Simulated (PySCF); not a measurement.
Species: CH₆Si.
SMILES: `C[SiH3]`

Level of theory: TDDFT CAM-B3LYP/aug-cc-pVTZ, vertical, gas phase, core orbitals frozen in the response (PySCF). Geometry: PBE0-D3(BJ)/def2-TZVP; no solvent, vibrations or thermal averaging.

| state | E (eV) | E (hartree) | f | \|μ\| (D) | main configurations (H = HOMO, L = LUMO) |
| --- | --- | --- | --- | --- | --- |
| S1 | 8.14 | 0.2990 | 0.075 | 1.56 | H→L (86%) |
| S2 | 8.34 | 0.3065 | 0.029 | 0.95 | H-2/H-1→L (≥73%), H-2/H-1→L+4 (≥14%) |
| S3 | 8.34 | 0.3067 | 0.028 | 0.94 | H-2/H-1→L (≥73%), H-2/H-1→L+4 (≥14%) |
| S4 | 8.75 | 0.3217 | 0.089 | 1.63 | H-2/H-1→L+1 (≥76%) |
| S5 | 8.76 | 0.3218 | 0.089 | 1.64 | H-2/H-1→L+1 (≥76%) |
| S6 | 8.96 | 0.3293 | 0.232 | 2.62 | H→L+1 (79%) |
| S7 | 8.97 | 0.3296 | 0.0061 | 0.42 | H-2/H-1→L+5 (≥14%), H-2/H-1→L+6 (≥13%), H-2/H-1→L+8 (≥13%) |
| S8 | 9.05 | 0.3325 | 0.015 | 0.66 | H→L+2 (46%), H→L+5 (22%), H→L+14 (12%) |
| S9 | 9.05 | 0.3326 | 0.015 | 0.67 | H→L+3 (46%), H→L+6 (21%), H→L+15 (12%) |

Triplets, Tamm–Dancoff:

| state | E (eV) | λ (nm) | main configurations (H = HOMO, L = LUMO) |
| --- | --- | --- | --- |
| T1 | 7.77 | 159.6 | H→L (68%), H→L+9 (12%), H→L+4 (8%) |
| T2 | 7.99 | 155.2 | H-2/H-1→L (≥57%), H-2/H-1→L+4 (≥19%), H-2/H-1→L+9 (≥10%) |
| T3 | 7.99 | 155.1 | H-2/H-1→L (≥57%), H-2/H-1→L+4 (≥19%), H-2/H-1→L+9 (≥10%) |

The lowest singlet lies at 8.14 eV (152 nm, vacuum ultraviolet) and is of moderate strength; its leading configuration is HOMO→LUMO (86%). The most intense listed level is S6 at 8.96 eV (138 nm, f = 0.232), 0.82 eV above S1. S2/S3, S4/S5, S6/S7 and S8/S9 lie within about 0.01 eV of each other in each set. Löwdin shares by element: HOMO carbon 43%, silicon 18%, hydrogen 14% or more (atoms not listed hold the other 25%); LUMO hydrogen 71% or more (atoms not listed hold the other 29%). The listed states span 0.91 eV, and the widest gap between neighbours is 0.41 eV (S3 to S4). Orbital energies (eV): HOMO-3 -13.11, HOMO-2 -10.79, HOMO-1 -10.79, HOMO -10.62, LUMO 0.25, LUMO+1 0.64, LUMO+2 0.86. The oscillator strengths of these states sum to 0.579; summed over the whole spectrum of an exact calculation they would give the number of electrons, 26 (Thomas–Reiche–Kuhn). No computed singlet lies in the visible range (380 to 750 nm); the lowest, at 152 nm, stands 4.87 eV above its violet end (3.26 eV). Orbitals of the list HOMO-3 to LUMO+2 that lie within 0.01 eV of each other are written together with a slash and their weights summed (≥ marks a lower bound); for degenerate orbitals outside that list single weights are arbitrary. Only the lowest 10 singlets were computed, as vertical energies without vibronic structure. The highest level found (9.33 eV, f 0.0074 so far) is left out, since the window may have cut off a degenerate partner.

On one thread of an Intel Xeon Platinum 8259CL at 2.50 GHz, on a shared host, this took 18 s of wall time and 0.80 GiB of memory at its peak.
